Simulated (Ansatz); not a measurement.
```yaml
crystal:
  periodic: [false, false, false]
  atoms:
    - {symbol: Ti, position_ang: [0.000000, 0.000000, -1.623418]}
    - {symbol: C, position_ang: [0.000000, 0.000000, 0.228193]}
    - {symbol: O, position_ang: [0.000000, 0.000000, 1.395225]}
basis:
  gaussian: {orbitals: def2-TZVP}
magnetization: {spin_polarized: true, initial_magnetization: 4}
hamiltonian: {xc: pbe0}
relax: {f_tol: 0.004, max_steps: 80}
```

```sh
$ ansatz run in.yaml --threads 1 --pin off --events-out ev --progress --plain --max-ram 2176MiB
```

Steps of the relaxation (energy above the last step; positions in Å, forces in eV/Å):

```
3
step 1, 221.9 meV
Ti    0.000    0.000   -1.623    0.000    0.000   -2.880
C     0.000    0.000    0.228    0.000    0.000    3.571
O     0.000    0.000    1.395    0.000    0.000   -0.691
```

```
3
step 2, 57.3 meV
Ti    0.000    0.000   -1.674    0.000    0.000   -1.260
C     0.000    0.000    0.257    0.000    0.000    1.837
O     0.000    0.000    1.418    0.000    0.000   -0.577
```

```
3
step 3, 2.1 meV
Ti    0.000    0.000   -1.720    0.000    0.000   -0.221
C     0.000    0.000    0.285    0.000    0.000    0.031
O     0.000    0.000    1.435    0.000    0.000    0.190
```

```
3
step 6, 0.0 meV
Ti    0.000    0.000   -1.733    0.000    0.000    0.000
C     0.000    0.000    0.291    0.000    0.000    0.000
O     0.000    0.000    1.441    0.000    0.000    0.000
```

Close pairs at the end: C2–O3 1.150 Å, Ti1–C2 2.024 Å.

A stationary point of unrestricted PBE0 after 6 steps, with ⟨S²⟩ = 6.003 against 6.00 for a pure state; no frequencies were run, so it isn't proven a minimum. 30 s on 1 thread of AMD EPYC 7R43, shared host.
